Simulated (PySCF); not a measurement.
Compound: (CH3CH2)2CHF, C5H11F.
Numbering: `[CH3:1][CH2:2][CH:3]([F:4])[CH2:5][CH3:6]` (hydrogens: H7, H8, H9 on C1; H10, H11 on C2; H12 on C3; H13, H14 on C5; H15, H16, H17 on C6)

The same species was optimised twice, with GFN2-xTB and with PBE0-D3(BJ)/def2-SVP (PySCF), and the same property calculations (PySCF, gas phase) were run on both structures.

```tsv
coordinate	GFN2-xTB	PBE0-D3(BJ)/def2-SVP	change
C3–C5 (Å)	1.527	1.515	-0.012
C2–C3 (Å)	1.526	1.515	-0.011
C5–C6 (Å)	1.524	1.519	-0.005
C1–C2 (Å)	1.524	1.519	-0.005
C3–F4 (Å)	1.387	1.388	+0.001
C2–C3–C5 (°)	112.9	114.2	+1.3
C1–C2–C3 (°)	111.9	113.1	+1.2
C3–C5–C6 (°)	111.9	113.1	+1.2
F4–C3–C5 (°)	108.5	108.4	-0.1
C2–C3–F4 (°)	108.5	108.4	-0.1
C1–C2–C3–F4 (°)	-63	-59	+4
C2–C3–C5–C6 (°)	-177	179	-4
```

Rotational constants: A = 7433, B = 1922, C = 1677 MHz (GFN2-xTB) against A = 7612, B = 1922, C = 1672 MHz (PBE0-D3(BJ)/def2-SVP). Point groups within 0.08 Å: Cs and Cs.

On the GFN2-xTB structure: HOMO (eV) -8.82 [PBE0/pcSseg-1]; LUMO (eV) 1.55 [PBE0/pcSseg-1]; dipole (D) 1.73 [PBE0/pcSseg-1]; GIAO shielding of C1/C6 (mean) (ppm) 173.8 [PBE0/pcSseg-1]; GIAO shielding of C2/C5 (mean) (ppm) 152.4 [PBE0/pcSseg-1]; GIAO shielding of C3 (ppm) 87.3 [PBE0/pcSseg-1]; GIAO shielding of F4 (ppm) 395.7 [PBE0/pcSseg-1].

What do these properties become on the PBE0-D3(BJ)/def2-SVP structure?

```
                                    property          level  on GFN2-xTB  on PBE0-D3(BJ)/def2-SVP  change
                                   HOMO (eV)  PBE0/pcSseg-1        -8.82                    -8.96   -0.14
                                   LUMO (eV)  PBE0/pcSseg-1         1.55                     1.49   -0.06
                                  dipole (D)  PBE0/pcSseg-1         1.73                     1.73    0.00
energy, GFN2-xTB geometry as zero (kcal/mol)  PBE0/pcSseg-1          0.0                     -0.6    -0.6
        GIAO shielding of C1/C6 (mean) (ppm)  PBE0/pcSseg-1        173.8                    172.1    -1.7
        GIAO shielding of C2/C5 (mean) (ppm)  PBE0/pcSseg-1        152.4                    151.9    -0.5
                  GIAO shielding of C3 (ppm)  PBE0/pcSseg-1         87.3                     88.5    +1.2
                  GIAO shielding of F4 (ppm)  PBE0/pcSseg-1        395.7                    394.3    -1.4
```

The heavy atoms differ by 0.040 Å rms after alignment. Among bonds between heavy atoms C2–C3 and C3–C5 change most and about equally (-0.012 to -0.011 Å). Changes are differences of the printed values. Neither structure is proved a minimum here.

The values belong to the conformer `[CH3:1][CH2:2][CH:3]([F:4])[CH2:5][CH3:6]`: C1–C2–C3–F4 -59°, C2–C3–C5–C6 179°.
